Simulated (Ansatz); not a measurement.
# H₅OPSi: up Jacob's ladder to CCSD(T)

An exercise on one series of results from a longer session: the logs are not shown, and one member is left open.

Computed with Ansatz 0.2.0, Gaussian basis. Level: functionals in def2-TZVPP, the program's frozen cores in correlated methods.

Plan: LDA (SPW92), PBE-D4, revPBE-D4, BLYP-D4, r2SCAN-D4, B97M-V, PBE0-D4, B3LYP-D4, r2SCANh-D4, r2SCAN0-D4, HSE06-D4, BHLYP-D4, CAM-B3LYP-D4, LC-ωPBE, ωB97X-V, ωB97M-V, B2PLYP, PBE-QIDH; CCSD(T)/def2-SVP; CCSD(T)/def2-TZVPP; MP2/def2-QZVPP; extrapolation to the limit; RPA on PBE.

### The geometry

All runs share one geometry, relaxed beforehand with PBE0-D4 in a triple-zeta def2 set.

8 atoms, charge 0, spin multiplicity 1.

Atoms are counted from 1 here; the program's logs count them from 0.

Bond lengths: Si1–O2 1.650 Å, Si1–H4 1.486 Å, Si1–H5 1.481 Å, Si1–H6 1.486 Å, O2–P3 1.645 Å, P3–H7 1.424 Å, P3–H8 1.426 Å. Angles: O2–Si1–H4 110.4°, O2–Si1–H5 106.6°, O2–Si1–H6 110.3°, H4–Si1–H5 109.8°, H4–Si1–H6 109.2°, H5–Si1–H6 110.5°, Si1–O2–P3 128.7°, O2–P3–H7 98.0°, O2–P3–H8 98.9°, H7–P3–H8 91.9°.

Set-up of the first run:

in.yaml reads:

```yaml
crystal:
  periodic: [false, false, false]
  atoms:
    - {symbol: Si, position_ang: [-0.741076, 0.921482, -0.518516]}
    - {symbol: O, position_ang: [0.508234, -0.112816, -0.217256]}
    - {symbol: P, position_ang: [0.707150, -1.143408, 1.049265]}
    - {symbol: H, position_ang: [-1.873473, 0.194858, -1.148770]}
    - {symbol: H, position_ang: [-0.224601, 1.949780, -1.450840]}
    - {symbol: H, position_ang: [-1.207065, 1.550045, 0.744921]}
    - {symbol: H, position_ang: [2.123630, -1.048667, 1.160062]}
    - {symbol: H, position_ang: [0.799402, -2.368472, 0.325234]}
basis:
  gaussian: {orbitals: def2-TZVPP}
hamiltonian: {xc: lda}
output: {orbitals: {seedname: orbitals}}
```

Command:

```sh
ansatz run in.yaml --threads 2 --pin off --events-out ev --progress --plain --max-ram 4352MiB
```

Steps of the session up to this table: LDA; PBE-D4 (GGA); revPBE-D4 (GGA); BLYP-D4 (GGA); r2SCAN-D4 (meta-GGA); B97M-V (meta-GGA); PBE0-D4 (hybrid); B3LYP-D4 (hybrid); r2SCANh-D4 (hybrid); r2SCAN0-D4 (hybrid); HSE06-D4 (hybrid); BHLYP-D4 (hybrid); CAM-B3LYP-D4 (range-separated); LC-ωPBE (range-separated); ωB97X-V (range-separated); ωB97M-V (range-separated); B2PLYP (double hybrid); PBE-QIDH (double hybrid).

One of the session's tables, all rows but one given; the rest of the session is left out.

```
  functional  HOMO (eV)  gap (eV)
 LDA (SPW92)      -6.12      4.36
      PBE-D4      -6.04      4.52
   revPBE-D4      -6.00      4.60
     BLYP-D4      -5.93      4.57
   r2SCAN-D4      -6.28      5.10
      B97M-V      -6.43      5.12
     PBE0-D4      -7.26      6.68
    B3LYP-D4      -7.06      6.28
  r2SCANh-D4      -6.74      5.87
  r2SCAN0-D4          ?         ?
    HSE06-D4      -6.85      5.90
    BHLYP-D4      -8.39      8.78
CAM-B3LYP-D4      -8.62      9.10
     LC-ωPBE      -9.96     11.65
     ωB97X-V      -9.62     11.15
     ωB97M-V      -9.50     10.75
```

**Question.** Estimate the row for r2SCAN0-D4.

Worked estimate for «HOMO (eV)». Against the share of exact exchange, r2SCAN-D4 (0, -6.28), r2SCANh-D4 (0.1, -6.74) give a slope of -4.60 per unit share; at 0.25 the line stands at -7.43.

As computed: HOMO (eV): -7.42; gap (eV): 7.03. In «HOMO (eV)» the line misses by -0.01.
